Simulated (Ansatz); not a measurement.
BH2, doublet in aug-cc-pVDZ: errors against full CI

Geometry: a PBE0/def2-TZVP stationary point for this spin, not checked as a minimum.

```yaml
atoms:
  - { symbol: B, position_ang: [0.0000, -0.0800, 0.0000] }
  - { symbol: H, position_ang: [0.0000, 0.4291, -1.0770] }
  - { symbol: H, position_ang: [0.0000, 0.4291, 1.0770] }
```

Basis aug-cc-pVDZ; Ansatz 0.2.0. Only valence electrons are correlated (noble-gas cores frozen), which leaves 5 electrons in 40 orbitals. R marks a restricted (for open shells ROHF) determinant, U an unrestricted one. Active spaces: pair = (3e, 3o) about the gap; valence = (5e, 6o) chosen from the atoms' valence shells.

Full CI is exact within this basis and frozen core; it isn't the basis-set limit. The frozen core follows each run's orbitals, which can shift R against U totals by a few meV.

For open shells CISD is restricted-active-space CI with the open shells as a complete middle space.

```
UHF ⟨S²⟩                          : 0.754
T1 diagnostic (RCCSD)             : 0.0150
largest doubles amplitude (RCCSD) : 0.033
T1 diagnostic (UCCSD)             : 0.0094
```

```csv
level,E − E(full CI) (kcal/mol),share of correlation (%),wall time
RHF,57.73,0.00,–
UHF,56.88,1.47,–
RMP2,13.85,76.01,–
UMP2,13.75,76.19,–
CISD,2.25,96.10,0.6 s
RCCSD,1.15,98.02,–
UCCSD,1.13,98.04,–
RCCSD(T),0.28,99.52,1.3 s
UCCSD(T),0.27,99.53,1.3 s
BCCD(T),0.28,99.52,0.93 s
RCCSDT,0.02,99.97,–
UCCSDT,0.01,99.98,–
RCCSDT(Q),0.00,99.99,9.5 s
UCCSDT(Q),0.00,100.00,9 s
CASSCF (pair space),49.27,14.64,–
NEVPT2 (pair space),14.29,75.25,0.66 s
MRCISD (pair space),1.82,96.84,–
MRCISD+Q (pair space),-0.26,100.46,0.81 s
CASSCF (valence space),36.48,36.81,–
NEVPT2 (valence space),10.48,81.85,0.45 s
NEVPT4(SD) (valence space),1.45,97.50,0.75 s
MRCISD (valence space),1.07,98.15,–
MRCISD+Q (valence space),-0.03,100.05,0.84 s
```

The correlation energy at full CI, counted from RHF, is -2.503 eV. That run took 15 s on 1 thread of Arm Neoverse V2, shared host over 1,948,494 determinants.

Times hold each run's SCF and search for its determinant on a shared host, so for small cases they say little of a method's own cost; they ran on 1 thread of Arm Neoverse V2.

More than 5 meV below full CI, which no variational method can be: MRCISD+Q (pair space).

The full-CI state has the irrep A1 of C2v, in the program's axes.

Natural occupations of full CI about the gap: 1.955 1.954 0.988 0.020 0.019 0.018 0.008 0.008 0.007 0.005; effectively unpaired electrons, Σ n²(2−n)², 1.02.
